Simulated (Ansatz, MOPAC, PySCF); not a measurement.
Stepwise substitution at one centre (Al F-CH3). Gas-phase values, no solvent. Strings in code marks are SMILES.

Quantity: redistribution energy (mixed species minus the weighted end members), in kJ/mol. Semi-empirical values (MOPAC) are differences of heats of formation.

Level 1: TPSSh-D3(BJ)/def2-TZVP // B3LYP-D3(BJ)/def2-TZVP (PySCF)
Level 2: frozen-core MP2/6-31G* // B3LYP-D3(BJ)/def2-TZVP (PySCF)
Level 3: HF/cc-pVTZ // B3LYP-D3(BJ)/def2-TZVP (Ansatz, a program for electronic structure)
Level 4: AM1 // B3LYP-D3(BJ)/def2-TZVP (MOPAC)

```json
[
 {"species": "2 of 3 F replaced by CH3: `[CH3][Al]([CH3])[F]`", "level 2": "-21.83", "level 3": "-18.73", "level 4": "-11.05"},
 {"species": "1 of 3 F replaced by CH3: `[CH3][Al]([F])[F]`", "level 2": "-25.48", "level 3": "-22.84", "level 4": "-13.84"}
]
```

### Question
What does level 1 give for each?

### Answer

- 2 of 3 F replaced by CH3: `[CH3][Al]([CH3])[F]`: -17.38
- 1 of 3 F replaced by CH3: `[CH3][Al]([F])[F]`: -21.65
